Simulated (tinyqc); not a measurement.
Worked calculation: CCD on RHF in the sto-6g basis, frozen core, for H2O, spin multiplicity 1. One step of it, computed by the program tinyqc.

Question. Iteration 1: building the Fock matrix. J_ij = sum D_kl (ij|kl), K_ij = sum D_kl (ik|jl); F = H + J - 0.5 K; E = tr D H + tr D J / 2 - 0.25 tr D K + E_nn.

D at the start, lower triangle:
```
            1O 1s      1O 2s    1O 2px     1O 2py    1O 2pz     2H 1s     3H 1s
1O 1s    2.064536
1O 2s   -0.267866   1.231777
1O 2px   0.000000   0.000000  2.000000
1O 2py   0.000000   0.000000  0.000000   1.462838
1O 2pz   0.097318  -0.370676  0.000000   0.000000  1.847085
2H 1s   -0.132035   0.354166  0.000000   0.352103  0.120127  0.217826
3H 1s   -0.132035   0.354166  0.000000  -0.352103  0.120127  0.048325  0.217826
```

core Hamiltonian H = T + V (hartree), lower triangle:
```
             1O 1s      1O 2s     1O 2px     1O 2py     1O 2pz      2H 1s      3H 1s
1O 1s   -32.929566
1O 2s    -7.278092  -9.149054
1O 2px    0.000000   0.000000  -7.393958
1O 2py    0.000000   0.000000   0.000000  -7.520673
1O 2pz   -0.016071  -0.184251   0.000000   0.000000  -7.465235
2H 1s    -1.387451  -3.122613   0.000000  -1.795236  -1.398170  -4.679490
3H 1s    -1.387451  -3.122613   0.000000   1.795236  -1.398170  -1.164901  -4.679490
```

Two-electron integrals (ij|kl) in chemists' order, unique and non-zero (hartree):
```
(11|11) 4.787491    (21|11) 0.675884    (21|21) 0.121505    (22|11) 1.117379
(22|21) 0.249212    (22|22) 0.817383    (31|31) 0.025762    (32|31) 0.039145
(32|32) 0.180664    (33|11) 1.117381    (33|21) 0.249212    (33|22) 0.817382
(33|33) 0.880663    (41|41) 0.025762    (42|41) 0.039145    (42|42) 0.180664
(43|43) 0.047461    (44|11) 1.117381    (44|21) 0.249212    (44|22) 0.817382
(44|33) 0.785741    (44|44) 0.880663    (51|51) 0.025762    (52|51) 0.039145
(52|52) 0.180664    (53|53) 0.047461    (54|54) 0.047461    (55|11) 1.117381
(55|21) 0.249212    (55|22) 0.817382    (55|33) 0.785741    (55|44) 0.785741
(55|55) 0.880663    (61|11) 0.136371    (61|21) 0.023502    (61|22) 0.047164
(61|33) 0.047062    (61|41) 0.000921    (61|42) 0.001801    (61|44) 0.047256
(61|51) 0.000691    (61|52) 0.001351    (61|54) 0.000145    (61|55) 0.047172
(61|61) 0.004634    (62|11) 0.337230    (62|21) 0.076294    (62|22) 0.277781
(62|33) 0.273127    (62|41) 0.004894    (62|42) 0.036400    (62|44) 0.282062
(62|51) 0.003671    (62|52) 0.027300    (62|54) 0.006701    (62|55) 0.278153
(62|61) 0.014843    (62|62) 0.118363    (63|31) 0.008400    (63|32) 0.047541
(63|43) 0.007477    (63|53) 0.005608    (63|63) 0.016567    (64|11) 0.196991
(64|21) 0.045192    (64|22) 0.175486    (64|33) 0.167628    (64|41) 0.010925
(64|42) 0.069149    (64|44) 0.188099    (64|51) 0.001894    (64|52) 0.016206
(64|54) 0.009746    (64|55) 0.170731    (64|61) 0.009186    (64|62) 0.090907
(64|64) 0.085600    (65|11) 0.147743    (65|21) 0.033894    (65|22) 0.131615
(65|33) 0.125721    (65|41) 0.001894    (65|42) 0.016206    (65|44) 0.129859
(65|51) 0.009821    (65|52) 0.059695    (65|54) 0.010580    (65|55) 0.139264
(65|61) 0.006889    (65|62) 0.068180    (65|64) 0.051775    (65|65) 0.055398
(66|11) 0.486660    (66|21) 0.112150    (66|22) 0.467601    (66|33) 0.449109
(66|41) 0.009169    (66|42) 0.093736    (66|44) 0.484613    (66|51) 0.006877
(66|52) 0.070302    (66|54) 0.026628    (66|55) 0.469080    (66|61) 0.022033
(66|62) 0.254716    (66|64) 0.223221    (66|65) 0.167416    (66|66) 0.774999
(71|11) 0.136371    (71|21) 0.023502    (71|22) 0.047164    (71|33) 0.047062
(71|41) -0.000921   (71|42) -0.001801   (71|44) 0.047256    (71|51) 0.000691
(71|52) 0.001351    (71|54) -0.000145   (71|55) 0.047172    (71|61) 0.004562
(71|62) 0.014329    (71|64) 0.008093    (71|65) 0.006653    (71|66) 0.021008
(71|71) 0.004634    (72|11) 0.337230    (72|21) 0.076294    (72|22) 0.277781
(72|33) 0.273127    (72|41) -0.004894   (72|42) -0.036400   (72|44) 0.282062
(72|51) 0.003671    (72|52) 0.027300    (72|54) -0.006701   (72|55) 0.278153
(72|61) 0.014329    (72|62) 0.094650    (72|64) 0.050372    (72|65) 0.052975
(72|66) 0.165098    (72|71) 0.014843    (72|72) 0.118363    (73|31) 0.008400
(73|32) 0.047541    (73|43) -0.007477   (73|53) 0.005608    (73|63) 0.012787
(73|73) 0.016567    (74|11) -0.196991   (74|21) -0.045192   (74|22) -0.175486
(74|33) -0.167628   (74|41) 0.010925    (74|42) 0.069149    (74|44) -0.188099
(74|51) -0.001894   (74|52) -0.016206   (74|54) 0.009746    (74|55) -0.170731
(74|61) -0.008093   (74|62) -0.050372   (74|64) -0.014602   (74|65) -0.027596
(74|66) -0.079100   (74|71) -0.009186   (74|72) -0.090907   (74|74) 0.085600
(75|11) 0.147743    (75|21) 0.033894    (75|22) 0.131615    (75|33) 0.125721
(75|41) -0.001894   (75|42) -0.016206   (75|44) 0.129859    (75|51) 0.009821
(75|52) 0.059695    (75|54) -0.010580   (75|55) 0.139264    (75|61) 0.006653
(75|62) 0.052975    (75|64) 0.027596    (75|65) 0.041944    (75|66) 0.100839
(75|71) 0.006889    (75|72) 0.068180    (75|74) -0.051775   (75|75) 0.055398
(76|11) 0.115656    (76|21) 0.026428    (76|22) 0.104114    (76|33) 0.101772
(76|44) 0.103826    (76|51) 0.002014    (76|52) 0.017685    (76|55) 0.106743
(76|61) 0.005082    (76|62) 0.043819    (76|64) 0.029152    (76|65) 0.028394
(76|66) 0.097371    (76|71) 0.005082    (76|72) 0.043819    (76|74) -0.029152
(76|75) 0.028394    (76|76) 0.020085    (77|11) 0.486660    (77|21) 0.112150
(77|22) 0.467601    (77|33) 0.449109    (77|41) -0.009169   (77|42) -0.093736
(77|44) 0.484613    (77|51) 0.006877    (77|52) 0.070302    (77|54) -0.026628
(77|55) 0.469080    (77|61) 0.021008    (77|62) 0.165098    (77|64) 0.079100
(77|65) 0.100839    (77|66) 0.308844    (77|71) 0.022033    (77|72) 0.254716
(77|74) -0.223221   (77|75) 0.167416    (77|76) 0.097371    (77|77) 0.774999
```

nuclear repulsion = 8.29959541 hartree

Give: Coulomb J; exchange K; Fock matrix F; total energy of this density.

Answer.

Coulomb J (hartree), lower triangle:
```
          1O 1s    1O 2s  1O 2px   1O 2py  1O 2pz   2H 1s   3H 1s
1O 1s   17.8088
1O 2s    3.1876   8.4132
1O 2px   0.0000   0.0000  8.4063
1O 2py   0.0000   0.0000  0.0000   8.4144
1O 2pz  -0.0086  -0.0045  0.0000   0.0000  8.4189
2H 1s    0.6201   2.8181  0.0000   1.7666  1.3280  4.7523
3H 1s    0.6201   2.8181  0.0000  -1.7666  1.3280  1.0512  4.7523
```

exchange K (hartree), lower triangle:
```
         1O 1s    1O 2s  1O 2px   1O 2py  1O 2pz   2H 1s   3H 1s
1O 1s   9.7737
1O 2s   1.5843   2.5618
1O 2px  0.0000   0.0000  2.2578
1O 2py  0.0000   0.0000  0.0000   2.1233
1O 2pz  0.0089  -0.1071  0.0000   0.0000  2.2352
2H 1s   0.3225   1.0119  0.0000   0.6078  0.4155  0.9295
3H 1s   0.3225   1.0119  0.0000  -0.6078  0.4155  0.3573  0.9295
```

Fock matrix F (hartree), lower triangle:
```
           1O 1s    1O 2s   1O 2px   1O 2py   1O 2pz    2H 1s    3H 1s
1O 1s   -20.0076
1O 2s    -4.8827  -2.0167
1O 2px    0.0000   0.0000  -0.1165
1O 2py    0.0000   0.0000   0.0000  -0.1679
1O 2pz   -0.0291  -0.1352   0.0000   0.0000  -0.1639
2H 1s    -0.9286  -0.8105   0.0000  -0.3326  -0.2779  -0.3920
3H 1s    -0.9286  -0.8105   0.0000   0.3326  -0.2779  -0.2924  -0.3920
```

total energy of this density = -75.281641 hartree
